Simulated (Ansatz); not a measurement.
Write a Python script for the Python package of Ansatz (0.2.0) that makes a geometry optimisation of C3H3F2N, SMILES N#CC(F)CF. Use: PBE0, cc-pVDZ basis, multiplicity 1, D4 dispersion.

`c3h3f2n.py`
```python
import itertools
import warnings

import ansatz as az
from ase.data import atomic_numbers, covalent_radii
import numpy as np
from rdkit import Chem
from rdkit.Chem import AllChem


def main() -> None:
    warnings.simplefilter("ignore", az.DeckWarning)

    rd = Chem.AddHs(Chem.MolFromSmiles("N#CC(F)CF"))
    AllChem.EmbedMolecule(rd, randomSeed=915)
    AllChem.UFFOptimizeMolecule(rd)
    system = az.Crystal.molecule()
    for atom, xyz in zip(rd.GetAtoms(), rd.GetConformer().GetPositions()):
        system = system.atom(atom.GetSymbol(), xyz.round(5).tolist())

    setup = (
        system.calculation()
        .basis(gaussian="cc-pVDZ")
        .functional("PBE0", dispersion="d4")
    )
    symbols = [site.symbol for site in system.cartesian_sites]
    start = np.array([site.position_ang for site in system.cartesian_sites], dtype=float)
    def progress(event):
        if event["event"] == "relax_step":
            row = event["data"]
            print(f"step {row['step']:3d}  E = {row['lagrangian_ev']:.6f} eV  largest force component {row['allowed_force_max_ev_ang']:.4f} eV/A")


    data = setup.relax(force_tolerance=0.02, max_steps=100).session().plan().execute(on_event=progress).report
    end = np.array(data["positions_ang"])

    print(f"E = {data['free_energy_ev']:.6f} eV = {data['free_energy_ev'] / 27.211386246:.7f} Ha")
    print("converged:", data["converged"], " doubts:", data["published_state_doubts"] or "none")

    radius = [covalent_radii[atomic_numbers[s]] for s in symbols]
    span = lambda where, i, j: np.linalg.norm(where[i] - where[j])
    bonded = [(i, j) for i, j in itertools.combinations(range(len(symbols)), 2) if min(span(start, i, j), span(end, i, j)) < 1.2 * (radius[i] + radius[j])]
    print("pair        before    after (A)")
    for i, j in bonded:
        print(f"{symbols[i]}{i}-{symbols[j]}{j}".ljust(10), f"{span(start, i, j):8.4f} {span(end, i, j):8.4f}")
    with open("c3h3f2n_opt.xyz", "w") as handle:
        handle.write(f"{len(symbols)}\nrelaxed C3H3F2N\n")
        handle.writelines(f"{s:2s} {x:11.6f} {y:11.6f} {z:11.6f}\n" for s, (x, y, z) in zip(symbols, end))


if __name__ == "__main__":
    main()
```

```console
$ python c3h3f2n.py
step   1  E = -10072.333847 eV  largest force component 0.4937 eV/A
step   2  E = -10072.352556 eV  largest force component 0.1776 eV/A
step   3  E = -10072.358512 eV  largest force component 0.0469 eV/A
step   4  E = -10072.360175 eV  largest force component 0.0410 eV/A
step   5  E = -10072.360516 eV  largest force component 0.0124 eV/A
E = -10072.360534 eV = -370.1524223 Ha
converged: True  doubts: none
pair        before    after (A)
N0-C1        1.1573   1.1589
C1-C2        1.4671   1.4682
C2-F3        1.3830   1.3740
C2-C4        1.5251   1.5151
C2-H6        1.1105   1.1034
C4-F5        1.3830   1.3711
C4-H7        1.1114   1.1020
C4-H8        1.1114   1.1015
```

`c3h3f2n_opt.xyz`, as written:
```text
9
relaxed C3H3F2N
N     2.395188   -1.091034    0.091436
C     1.492759   -0.364174    0.075580
C     0.323239    0.523334    0.065823
F     0.424633    1.408972   -0.979702
C    -0.949889   -0.289277   -0.053751
F    -2.025489    0.531698    0.167592
H     0.302873    1.099255    1.006721
H    -0.945289   -1.100436    0.692234
H    -1.018045   -0.718329   -1.065922
```

Reading the output:
- Total energies depend on the basis set; only differences at equal settings carry meaning.
- The end point is the stationary point reached from this start; no frequency run checks that it is a minimum, and the basis set is modest.
- Hardware and time: 45 s on 1 thread of Arm Neoverse N1, on a shared host, peak memory 0.33 GiB.
